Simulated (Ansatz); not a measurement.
From CH4 to C5H12: predicting a member

On one C centre, n of the H ligands are replaced by CH3. The HOMO–LUMO gap y in eV at wB97M-V/def2-TZVPP. Shapes, held fixed at every level: PBE0-D4/def2-TZVP. Programs: Ansatz 0.2.0.

```
molecule  n  y (eV)
     CH4  0   16.51
    C2H6  1   14.75
    C3H8  2   14.17
   C4H10  3       ?
   C5H12  4   13.70
```

Problem. Fit y = c + s·n to the known rows and predict C4H10.

Solution. 
1. Means of the 4 rows: n = 1.75000, y = 14.783.
2. Σ(Δn)² = 8.75, Σ(Δn·Δy) = -5.5875, so the slope is -5.5875/8.75 = -0.63857.
3. Intercept: 14.783 − (-0.63857) × 1.75000 = 15.900. The largest residual of the fit is 0.61.
4. C4H10: 15.900 + (-0.63857) × 3 = 13.98 eV.

The run gave 13.89 eV, so the prediction is off by +0.09 eV, within the scatter of the fit. The step per swap changes from -1.76 to -0.19 eV along the series, so a line misses the bend. Other levels give for C4H10: BHLYP-D4/def2-TZVPP 12.09; r2SCAN0-D4/def2-TZVPP 10.84 eV. Orbital gaps aren't excitation energies, and the LUMO depends on the basis.
